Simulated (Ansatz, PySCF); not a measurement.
This PySCF input computes a SVWN5/def2-TZVPD energy:

```python
from pyscf import gto, scf, dft

mol = gto.M(
    atom='''
    C    -0.00606224   -0.08532816   -1.27779952
    C    -0.01196846    0.00039183   -0.00961282
    H     0.06598111    0.81576917   -1.88655018
    H    -0.09649583   -1.05817381   -1.76064226
    O     0.10755480    0.07163896    1.20502751
    H    -0.72173954    0.17891092    1.73144643
    ''',
    basis='def2-tzvpd',
    charge=1,
    spin=0,
    verbose=4,
)

mf = dft.RKS(mol, xc='svwn').density_fit(auxbasis='def2-universal-jkfit')
mf.grids.level = 3
mf.conv_tol = 1e-9
mf.max_cycle = 100
mf.max_memory = 1500
mf.kernel()
if not mf.converged:
    mf = mf.newton()
    mf.kernel(mf.make_rdm1())
mf.analyze()
```

Write an input for the same energy in Ansatz (an electronic-structure program) and say what it gives.


Ansatz 0.2 input:
```yaml
crystal:
  periodic: [false, false, false]
  atoms:
    - {symbol: C, position_ang: [-0.00606224, -0.08532816, -1.27779952]}
    - {symbol: C, position_ang: [-0.01196846, 0.00039183, -0.00961282]}
    - {symbol: H, position_ang: [0.06598111, 0.81576917, -1.88655018]}
    - {symbol: H, position_ang: [-0.09649583, -1.05817381, -1.76064226]}
    - {symbol: O, position_ang: [0.10755480, 0.07163896, 1.20502751]}
    - {symbol: H, position_ang: [-0.72173954, 0.17891092, 1.73144643]}
basis:
  gaussian:
    orbitals: def2-TZVPD
hamiltonian:
  xc: {name: SVWN5}
total_charge: 1
output: {forces: true}
```
It gives -151.66487 Eh, and PySCF -151.66493 Eh, a difference of 0.06 mEh, from the treatment of integrals and grids.

It need not be the lowest isomer of its formula.
